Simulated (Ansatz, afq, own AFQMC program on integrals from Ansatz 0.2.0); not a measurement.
Integrals from Ansatz 0.2.0, then the random walk in our own AFQMC program (afq).

```yaml
crystal:
  periodic: [false, false, false]
  atoms:
    - {symbol: Sb, position_ang: [0.000036, -0.000016, -0.012964]}
    - {symbol: H, position_ang: [1.587283, 0.013487, 0.526454]}
    - {symbol: H, position_ang: [-0.806950, 1.370107, 0.518114]}
    - {symbol: H, position_ang: [-0.784704, -1.381681, 0.521537]}
basis:
  gaussian: {orbitals: def2-SVP}
total_charge: 1
magnetization: {spin_polarized: true, initial_magnetization: 3}
correlation: {method: ccsd_t, electrons: outside_noble_gas, hamiltonian_folder: ham}
```

```sh
$ ansatz run in.yaml --threads 1 --pin off --events-out ev --progress --plain --max-ram 1843MiB
```

afq runs on the folder ham with

```
--method phaseless --trial cisd --walkers 60 --populations 1 --least-time 40 --time-step 0.005 --steps-per-block 50 --equilibration-blocks 28 --max-blocks 300 --target-error 0.00032 --factor-cut 1e-05 --start spin_pure --seed 36 --release-times 0.24,0.51,0.99,1.62,2.4 --release-step 0.03 --release-every 4 --taylor-order 6
```

Times are imaginary, in 1/Eh. The walk had a cap of 632 s. Filled inner d shells are frozen with the cores. Core potentials past Kr, no spin–orbit coupling.

afq prints:

```
orbitals 32  electrons 5 2  factors 263 of 487
reference energy -240.38669241 Eh
CCSD correlation -0.09842097 Eh in 16 cycles, weight of the determinant in the CISD state 0.9054
energy of the start -240.485026 Eh
 block  time / (1/Eh)  mean weight  energy / Eh
     1     0.250  1.0002  -240.484721
     2     0.500  1.0007  -240.484967
     3     0.750  1.0001  -240.485645
     4     1.000  1.0002  -240.486586
     5     1.250  0.9990  -240.486485
     8     2.000  0.9993  -240.486907
    11     2.750  0.9999  -240.489016
    26     6.500  0.9998  -240.489120
    41    10.250  1.0005  -240.488686
    51    12.750  1.0010  -240.493837
    56    14.000  1.0002  -240.490486
    71    17.750  1.0008  -240.486300
    81    20.250  1.0002  -240.485057
    86    21.500  0.9993  -240.486918
   101    25.250  1.0010  -240.490458
   116    29.000  1.0007  -240.488694
   131    32.750  0.9986  -240.485689
   146    36.500  1.0001  -240.489011
   161    40.250  1.0013  -240.488655
   176    44.000  1.0001  -240.486891
   191    47.750  1.0022  -240.492935
   206    51.500  1.0001  -240.489774
blocks merged  error / Eh  count
     1  0.000152  180
     2  0.000196  90
     4  0.000257  45
     8  0.000308  22
    16  0.000303  11
released: time / (1/Eh)  energy / Eh  error  mean overlap
  0.24  -240.489462  0.000334  0.9953
  0.51  -240.489557  0.000364  0.9892
  0.99  -240.489298  0.000350  0.9923
  1.62  -240.489426  0.000309  0.9991
  2.40  -240.489196  0.000326  0.9908
energy -240.489326 +/- 0.000308 Eh
(rows thinned)
```

The run passed its tests (sampling time, drift between the halves within three errors, error under three times the target), which doesn't prove that it has relaxed.

Against this walk (error 8.4 meV) on the same determinant: CCSD(T) 28.2 meV higher, CCSDT(Q) 52.9 meV lower. The error is statistical and leaves out the bias of the constraint. None of these is a sure reference here. Released to 2.40 1/Eh the energy moves by 4 ± 12 meV (both errors), within twice the noise.

Cautions: constraint bias not in the error; no spin-orbit coupling; inner d shell frozen; another spin lies lower; released walk and highest rung disagree (by 56 meV at 2.40 1/Eh).

The walk took 4.5 min on 1 thread of Arm Neoverse N1 (shared host). The log's last line is the phaseless energy.

CCSDT and higher add their correlation energy to the determinant of the CCSD(T) run, since their own runs factorise the integrals more tightly (a shift of under 2 meV). A walk keeps the symmetry of its determinant, which the program's search chose and which needn't be the lowest solution, so a lower state of the same spin and another symmetry isn't excluded.
